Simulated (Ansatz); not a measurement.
# HOF (hypofluorous acid) at CCSDT(Q)/STO-3G

What is the vertical singlet–triplet gap of HOF (hypofluorous acid) at CCSDT(Q)/STO-3G? 

The results are computed with Ansatz 0.2.0.

**1. The system as given**

HOF has 3 atoms, charge 0, and is taken as a singlet. As SMILES, `OF`. Geometry: relaxed at PBE0-D4/def2-TZVP.

Bond lengths: O1–F2 1.406 Å, O1–H3 0.969 Å. Angles: F2–O1–H3 99.1°.

**2. The energy at CCSDT(Q)/STO-3G**

The input, input.yaml:

```yaml
crystal:
  periodic: [false, false, false]
  atoms:
    - {symbol: O, position_ang: [0.430590, -0.210340, 0.216330]}
    - {symbol: F, position_ang: [-0.221910, 1.014620, -0.010980]}
    - {symbol: H, position_ang: [-0.208690, -0.804280, -0.205350]}
basis:
  gaussian:
    orbitals: STO-3G
correlation:
  method: ccsdt_q
  frozen_orbitals: {F: 1, H: 0, O: 1}
accuracy: high
scf:
  omitted_lower_state_checks: [cluster_reference, increment]
```

Run with:

```bash
$ ansatz run input.yaml --threads 1 --pin off --max-ram 3480MiB --events-out events.jsonl --progress --plain --runs-dir runs
```

Output (excerpt; [...] marks lines left out):

```text
Warning: RAYON_NUM_THREADS=1 ignored (pool sized by the plan → 1); use --threads N
Functional definition: HF
  name "HF"
[...]
168 factors; integrals over basis functions are off by at most 4.3e-8 eV
[...]
mean field -4690.39808955 eV, -172.3689505250 hartree, gradient 2.8e-8 eV, S^2 0.000000; 0 other end points of the search recorded, 0 dependent functions left out
2 core orbitals not correlated: weight in the atoms' cores, before any rotation towards them, 1.000 or more for the frozen orbitals, at most 0.000 for the correlated occupied ones
reference -4690.39808955 eV, -172.3689505250 hartree; 7, 7 occupied and 2, 2 virtual orbitals, 168 factors
second order -1.67872442 eV of doubles, -0.00000000 eV of singles
cycle   1  -2.13298578 eV  change   -4.5e-1 eV  update   5.5e-2
[...]
cycle  26  -2.41359630 eV  change  -4.2e-10 eV  update  5.1e-10
perturbative correction -0.00188778 eV, -0.0000693746 hartree
Total energy: -4692.81357363 eV, -172.4577179278 hartree
Checks for a lower state left out: cluster_reference, increment
```

Wall time 0.16 s (1 thread of Arm Neoverse V1, shared host).

**3. The triplet, same level**

The input, job.yaml:

```yaml
crystal:
  periodic: [false, false, false]
  atoms:
    - {symbol: O, position_ang: [0.430590, -0.210340, 0.216330]}
    - {symbol: F, position_ang: [-0.221910, 1.014620, -0.010980]}
    - {symbol: H, position_ang: [-0.208690, -0.804280, -0.205350]}
basis:
  gaussian:
    orbitals: STO-3G
magnetization:
  spin_polarized: true
  initial_magnetization: 2
correlation:
  method: ccsdt_q
  frozen_orbitals: {F: 1, H: 0, O: 1}
accuracy: high
scf:
  omitted_lower_state_checks: [cluster_reference, increment]
```

Run with:

```bash
$ ansatz run job.yaml --threads 1 --pin off --max-ram 3480MiB --events-out events.jsonl --progress --plain --runs-dir runs
```

Output (excerpt; [...] marks lines left out):

```text
Warning: RAYON_NUM_THREADS=1 ignored (pool sized by the plan → 1); use --threads N
[... 2 set-up lines as earlier in the session ...]
[...]
168 factors; integrals over basis functions are off by at most 4.3e-8 eV
[...]
mean field -4685.64834561 eV, -172.1944006548 hartree, gradient 1.3e-8 eV, S^2 2.006318; 5 other end points of the search recorded, 0 dependent functions left out
2 core orbitals not correlated: weight in the atoms' cores, before any rotation towards them, 1.000 or more for the frozen orbitals, at most 0.000 for the correlated occupied ones
reference -4685.64834561 eV, -172.1944006548 hartree; 8, 6 occupied and 1, 3 virtual orbitals, 168 factors
second order -0.77369380 eV of doubles, -0.00000000 eV of singles
cycle   1  -1.04879662 eV  change   -2.8e-1 eV  update   6.2e-2
[...]
cycle  31  -1.84951294 eV  change  -7.6e-10 eV  update   1.4e-9
perturbative correction -0.00323024 eV, -0.0001187093 hartree
Total energy: -4687.50108880 eV, -172.2624877110 hartree
Checks for a lower state left out: cluster_reference, increment
```

It took 0.5 s on 1 thread of Arm Neoverse V1, shared host.

**4. Results**

Level: CCSDT(Q)/STO-3G, 2 core orbitals frozen.

| quantity | value |
| --- | --- |
| singlet: total energy | -172.45772 Eh |
| singlet: correlation energy (2 core orbitals frozen) | -88.8 mEh |
| singlet: T1 diagnostic | 0.007 |
| triplet: total energy | -172.26249 Eh |
| triplet: correlation energy (2 core orbitals frozen) | -68.1 mEh |
| triplet: ⟨S²⟩ of the reference determinant | 2.006 |
| triplet: T1 diagnostic | 0.071 |
| vertical energy of the triplet above the singlet | 5.312 eV |

What this shows: At this shape the triplet lies 5.31 eV (123 kcal/mol) above the singlet. In a minimal basis such a difference can be off by several eV, whatever the method. The T1 diagnostic (triplet) of 0.071 is above the customary mark for such species, so a single reference may not serve.
